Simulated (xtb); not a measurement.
xtb input:

```bash
xtb mol.xyz --gfn 1 --sp --chrg 0 --uhf 0
```
mol.xyz:
```
5

C      0.00000000     0.00000000     0.00000000
F      0.76292155     0.76566412     0.76815773
F     -0.78426309    -0.74930884     0.76277441
F     -0.74667016     0.76533291    -0.78428715
F      0.76801170    -0.78168819    -0.74664498
```

Question: Predict the final energy.

Answer: -22.69383 Eh (GFN1-xTB).
